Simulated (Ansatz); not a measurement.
A short molecular-dynamics run on PPPP tetrahedron (P₄).

```yaml
crystal:
  periodic: [false, false, false]
  atoms:
    - {symbol: P, position_ang: [1.237007, 0.508452, 0.014867]}
    - {symbol: P, position_ang: [-0.533771, 0.090076, 1.223033]}
    - {symbol: P, position_ang: [0.050131, -1.284034, -0.371093]}
    - {symbol: P, position_ang: [-0.753377, 0.685506, -0.866807]}
basis:
  gaussian: {orbitals: def2-SVP}
magnetization: {spin_polarized: true, initial_magnetization: 0}
hamiltonian: {xc: {name: BLYP}, dispersion: d3bjatm}
md: {timestep: 0.5 fs, n_steps: 15, ensemble: nvt_nose_hoover, temperature: 700, initial_velocities: maxwell_boltzmann, seed: 11}
scf: {omitted_lower_state_checks: [starts]}
```

```sh
$ ansatz run in.yaml --threads 4 --pin off --events-out ev --progress --plain --max-ram 3916MiB
```

| step | time (fs) | potential energy (eV) | kinetic (eV) | T (K) | conserved (eV) |
| --- | --- | --- | --- | --- | --- |
| 0 | 0.0 | -37144.6984 | 0.1810 | 700 | -37144.5175 |
| 1 | 0.5 | -37144.6930 | 0.1756 | 679 | -37144.5175 |
| 2 | 1.0 | -37144.6879 | 0.1704 | 659 | -37144.5175 |
| 3 | 1.5 | -37144.6831 | 0.1657 | 641 | -37144.5175 |
| 4 | 2.0 | -37144.6788 | 0.1613 | 624 | -37144.5175 |
| 5 | 2.5 | -37144.6749 | 0.1575 | 609 | -37144.5175 |
| 6 | 3.0 | -37144.6716 | 0.1541 | 596 | -37144.5175 |
| 7 | 3.5 | -37144.6687 | 0.1513 | 585 | -37144.5175 |
| 8 | 4.0 | -37144.6665 | 0.1491 | 577 | -37144.5175 |
| 9 | 4.5 | -37144.6648 | 0.1474 | 570 | -37144.5175 |
| 10 | 5.0 | -37144.6638 | 0.1464 | 566 | -37144.5175 |
| 11 | 5.5 | -37144.6633 | 0.1459 | 564 | -37144.5175 |
| 12 | 6.0 | -37144.6635 | 0.1461 | 565 | -37144.5175 |
| 13 | 6.5 | -37144.6641 | 0.1468 | 568 | -37144.5175 |
| 14 | 7.0 | -37144.6653 | 0.1480 | 572 | -37144.5175 |
| 15 | 7.5 | -37144.6670 | 0.1497 | 579 | -37144.5175 |

Velocities are drawn at the set temperature; a run this short doesn't reach equilibrium.

Frames (Å, forces in eV/Å):

```xyz
4
time=0.0 fs
P     1.237    0.508    0.015    1.578    0.648    0.019
P    -0.534    0.090    1.223   -0.681    0.115    1.561
P     0.050   -1.284   -0.371    0.064   -1.638   -0.473
P    -0.753    0.686   -0.867   -0.961    0.875   -1.107
4
time=0.5 fs
P     1.237    0.509    0.014    1.589    0.656    0.039
P    -0.533    0.087    1.223   -0.692    0.179    1.572
P     0.049   -1.281   -0.369    0.090   -1.730   -0.527
P    -0.752    0.685   -0.868   -0.987    0.896   -1.084
4
time=1.0 fs
P     1.237    0.510    0.013    1.593    0.661    0.059
P    -0.533    0.084    1.224   -0.700    0.244    1.578
P     0.047   -1.279   -0.367    0.115   -1.818   -0.579
P    -0.751    0.685   -0.870   -1.008    0.914   -1.058
4
time=1.5 fs
P     1.237    0.510    0.012    1.592    0.663    0.079
P    -0.533    0.081    1.224   -0.706    0.308    1.580
P     0.046   -1.277   -0.364    0.141   -1.900   -0.630
P    -0.750    0.685   -0.872   -1.026    0.928   -1.028
4
time=2.0 fs
P     1.237    0.511    0.011    1.584    0.663    0.098
P    -0.533    0.078    1.225   -0.710    0.373    1.577
P     0.045   -1.274   -0.362    0.166   -1.975   -0.680
P    -0.749    0.685   -0.873   -1.040    0.940   -0.995
4
time=2.5 fs
P     1.238    0.512    0.010    1.571    0.660    0.117
P    -0.533    0.075    1.226   -0.712    0.436    1.569
P     0.043   -1.272   -0.360    0.191   -2.044   -0.728
P    -0.748    0.685   -0.875   -1.050    0.947   -0.958
4
time=3.0 fs
P     1.238    0.512    0.009    1.551    0.655    0.136
P    -0.533    0.073    1.226   -0.711    0.499    1.557
P     0.042   -1.270   -0.358    0.216   -2.106   -0.775
P    -0.748    0.685   -0.877   -1.057    0.952   -0.918
4
time=3.5 fs
P     1.239    0.513    0.008    1.526    0.646    0.154
P    -0.533    0.070    1.227   -0.708    0.561    1.540
P     0.041   -1.269   -0.356    0.241   -2.160   -0.819
P    -0.747    0.685   -0.879   -1.060    0.953   -0.874
4
time=4.0 fs
P     1.240    0.514    0.007    1.496    0.635    0.171
P    -0.533    0.067    1.229   -0.702    0.622    1.518
P     0.040   -1.267   -0.355    0.265   -2.207   -0.862
P    -0.746    0.686   -0.881   -1.059    0.950   -0.828
4
time=4.5 fs
P     1.241    0.515    0.006    1.459    0.621    0.188
P    -0.533    0.064    1.230   -0.694    0.681    1.492
P     0.038   -1.266   -0.353    0.289   -2.246   -0.902
P    -0.746    0.686   -0.883   -1.054    0.944   -0.779
4
time=5.0 fs
P     1.242    0.516    0.005    1.418    0.605    0.204
P    -0.533    0.062    1.231   -0.684    0.738    1.462
P     0.037   -1.264   -0.351    0.312   -2.276   -0.939
P    -0.745    0.687   -0.885   -1.045    0.934   -0.727
4
time=5.5 fs
P     1.243    0.517    0.004    1.371    0.586    0.220
P    -0.534    0.059    1.233   -0.672    0.793    1.426
P     0.036   -1.263   -0.349    0.334   -2.299   -0.974
P    -0.745    0.687   -0.888   -1.033    0.920   -0.672
4
time=6.0 fs
P     1.244    0.518    0.003    1.319    0.564    0.234
P    -0.534    0.057    1.234   -0.657    0.845    1.387
P     0.035   -1.263   -0.348    0.355   -2.313   -1.005
P    -0.745    0.688   -0.890   -1.017    0.903   -0.616
4
time=6.5 fs
P     1.245    0.519    0.002    1.263    0.540    0.248
P    -0.534    0.054    1.236   -0.640    0.895    1.342
P     0.033   -1.262   -0.346    0.376   -2.319   -1.034
P    -0.744    0.688   -0.892   -0.998    0.883   -0.557
4
time=7.0 fs
P     1.247    0.521    0.001    1.202    0.514    0.261
P    -0.535    0.052    1.238   -0.622    0.942    1.294
P     0.032   -1.261   -0.345    0.395   -2.316   -1.059
P    -0.744    0.689   -0.894   -0.976    0.859   -0.496
4
time=7.5 fs
P     1.248    0.522    0.001    1.138    0.486    0.274
P    -0.535    0.049    1.240   -0.601    0.987    1.242
P     0.031   -1.261   -0.343    0.414   -2.305   -1.081
P    -0.744    0.690   -0.897   -0.951    0.833   -0.434
```

Run time 13 s (4 threads of Arm Neoverse V1 on a shared host).
